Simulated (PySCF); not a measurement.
Computed spin Hamiltonian

Species: C2H4N (doublet state).
Z-matrix (Å and degrees, PBE0-D3(BJ)/def2-SVP geometry), rows numbered from 1:
```
C 
N   1  1.3148
C   2  1.3149  1  119.97
H   1  1.1055  2  122.53  3    -0.06
H   1  1.0948  2  119.17  3   179.92
H   3  1.0948  2  119.17  1  -179.96
H   3  1.1055  2  122.54  1     0.00
```

The species is `N(=C)[CH2]` [radical].

Method: UKS B3LYP, IGLO-III on C N, pcH-1 on H, non-relativistic, mean-field spin-orbit, GIAO in PySCF 2.14.0. Isolated species at its PBE0-D3(BJ)/def2-SVP geometry, gas phase. The SCF solution wasn't tested for stability. ⟨S²⟩ is 0.776 where a pure state has 0.75.

| Item | Value |
| --- | --- |
| g1, g2, g3 | 2.00218, 2.00227, 2.00244 |
| g_iso | 2.00230 |
| Form of g | rhombic: the two nearest values differ by 34 % of g3 − g1 |
| ⟨S²⟩ | 0.7763 (exact 0.7500) |
| α and β electrons | 12, 11 |
| HOMO–LUMO gap, α and β orbitals | 5.69, 4.70 eV |
| Total energy | -133.34983 Eh |
| Basis functions | 145 |

Hyperfine couplings atom by atom, in MHz; T1 to T3 are the principal values of the dipolar part:

| atom | isotope | a_iso | T1 | T2 | T3 | Mulliken spin population |
| --- | --- | --- | --- | --- | --- | --- |
| C1 | 13C | 60.1 | -54.1 | -51.0 | 105.1 | 0.70 |
| N2 | 14N | -12.2 | -14.5 | 6.5 | 8.0 | -0.25 |
| C3 | 13C | 60.1 | -54.1 | -51.1 | 105.1 | 0.70 |
| H4 | 1H | -41.7 | -21.1 | -2.6 | 23.7 | -0.03 |
| H5 | 1H | -46.9 | -25.6 | -0.7 | 26.3 | -0.04 |
| H6 | 1H | -46.9 | -25.6 | -0.7 | 26.3 | -0.04 |
| H7 | 1H | -41.7 | -21.1 | -2.6 | 23.7 | -0.03 |

The Mulliken spin populations are largest on C3 (+0.70), C1 (+0.70) and N2 (-0.25). The positive populations add up to 1.39 and the negative ones to -0.39, together 2S = 1. The angles at C3 add up to 360.0°, so it is planar; its axial dipolar tensor and the negative couplings of its protons fit spin in a p orbital normal to that plane.

Axes: g1 is normal to the molecular plane and g3 points within 3° of the C1–H4 bond.

Under fast tumbling the dipolar parts average out, and these isotropic splittings remain: 2 × 1H (H5/H6, I = 1/2, 3 lines) with 1.67 mT, 2 × 1H (H4/H7, I = 1/2, 3 lines) with 1.49 mT and 1 × 14N (N2, I = 1, 3 lines) with 0.43 mT.

H4 and H5 aren't averaged: C1 is flat or nearly so (angle sum 360°), and its turn about the short C1–N2 bond (1.31 Å) is taken as slow.

The 13C coupling of C1/C3 (mean 60.1 MHz) shows only in satellite lines or after enrichment, since that isotope makes up about 1.07 % of natural carbon.
